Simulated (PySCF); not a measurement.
Computed with B3LYP-D3(BJ)/def2-TZVP // TPSS-D3(BJ)/def2-SVP (PySCF). Isolated molecules, 0 K electronic values unless said otherwise. B3LYP has the VWN-RPA correlation part, as in Gaussian. 

Reference species (SMILES): `[OH]` (neutral, multiplicity 2).

```json
{
  "highest_occupied_spin_orbital": "-8.82 eV"
}
```

Changed species: `[NH2]` (free radical NH2; the reference has free radical OH).

Question: Give the shifts of the highest occupied spin orbital.

Answer: the highest occupied spin orbital rises by 0.28 eV, to -8.54 eV.
